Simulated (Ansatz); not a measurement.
**H₂S (triplet): from Hartree-Fock to the top rungs at distance H1–H2 along a hydrogen transfer = 0.898 Å, 6-31G**

Aim: climb from Hartree-Fock through coupled cluster and multireference methods for H₂S (triplet) at one geometry and basis, and see what each rung misses.

Method: 6-31G, core rule «outside noble gas», up to 5 orbitals frozen; program: Ansatz 0.2.0, Gaussian basis.

Plan: UHF; CCSD(T) on ROHF; CCSD(T) on UHF; BCCD(T) on ROHF; CISD; CCSDT(Q) on ROHF; CCSDT(Q) on UHF; CISDTQ; CCSDTQ on ROHF; CCSDTQ on UHF; CASSCF and MRCISD+Q, 4 electrons in 4 orbitals; CASSCF and NEVPT2, 4 electrons in 4 orbitals; CASSCF and MRCISD+Q, 8 electrons in 6 orbitals; CASSCF and NEVPT2, 8 electrons in 6 orbitals; Full CI.

7 further runs of the same task are left out: 7 that didn't finish.

### 1 The system

The geometry derives from fragments relaxed apart (PBE0/def2-TZVP) and kept rigid, so it is no stationary point. A hydrogen atom is moved between rigid fragments.

3 atoms, charge 0, spin multiplicity 3.

Atoms are counted from 1 here; the program's logs count them from 0.

Bond lengths: H2–S3 1.494 Å.

### 2 UHF

File in.yaml:

```yaml
crystal:
  periodic: [false, false, false]
  atoms:
    - {symbol: H, position_ang: [0.000000, 0.000000, -1.096667]}
    - {symbol: H, position_ang: [0.000000, 0.000000, -0.198667]}
    - {symbol: S, position_ang: [0.000000, 0.000000, 1.295333]}
basis:
  gaussian: {orbitals: 6-31G}
magnetization: {spin_polarized: true, initial_magnetization: 2}
hamiltonian: {xc: hf}
output: {orbitals: {seedname: orbitals}}
```

Command:

```bash
ansatz run in.yaml --threads 1 --pin off --events-out ev --progress --plain --max-ram 2393MiB
```

After this run come: CCSD(T) on ROHF; CCSD(T) on UHF; BCCD(T) on ROHF; CISD; CCSDT(Q) on ROHF; CCSDT(Q) on UHF; CISDTQ; CCSDTQ on ROHF; CCSDTQ on UHF; CASSCF and MRCISD+Q, 4 electrons in 4 orbitals; CASSCF and NEVPT2, 4 electrons in 4 orbitals; CASSCF and MRCISD+Q, 8 electrons in 6 orbitals; CASSCF and NEVPT2, 8 electrons in 6 orbitals; Full CI.

Before running them: what should the planned runs give, taken together? Wanted: FCI below the RHF energy; RMP2 from FCI; UMP2 from FCI; RCCSD from FCI; RCCSD(T) from FCI; UCCSD(T) from FCI; RCCSDT(Q) from FCI; UCCSDT(Q) from FCI; NEVPT2 pair from FCI.

As calculated:

| quantity | value |
| --- | --- |
| FCI below the RHF energy | -1.7422 eV |
| RMP2 from FCI | +40.8 kJ/mol |
| UMP2 from FCI | +39.7 kJ/mol |
| RCCSD from FCI | +1.9 kJ/mol |
| RCCSD(T) from FCI | +0.5 kJ/mol |
| UCCSD(T) from FCI | +0.5 kJ/mol |
| RCCSDT(Q) from FCI | 0.0 kJ/mol |
| UCCSDT(Q) from FCI | 0.0 kJ/mol |
| NEVPT2 pair from FCI | +21.6 kJ/mol |
| MRCISD+Q pair from FCI | +0.9 kJ/mol |
| NEVPT2 valence from FCI | +26.5 kJ/mol |
| levels within 1 kcal/mol (43 meV) | RCCSD, UCCSD, RCCSD(T), UCCSD(T), BCCD(T), RCCSDT, UCCSDT, CISDTQ, RCCSDT(Q), UCCSDT(Q), RCCSDTQ, UCCSDTQ, MRCISD pair, MRCISD+Q pair, MRCISD valence, MRCISD+Q valence |
| T1 diagnostic | 0.023 |
| effectively unpaired electrons | 2.01 |

**Reading.** RCCSD(T) lands +0.5 kJ/mol from the yardstick (0.3 % of the correlation energy). One determinant dominates. Of the multireference levels listed MRCISD+Q valence comes nearest in total energy (+0.9 kJ/mol), which doesn't show that its space is the better one. These misses are within one basis, not against nature; the frozen cores of restricted and unrestricted runs differ, which can shift their rows.
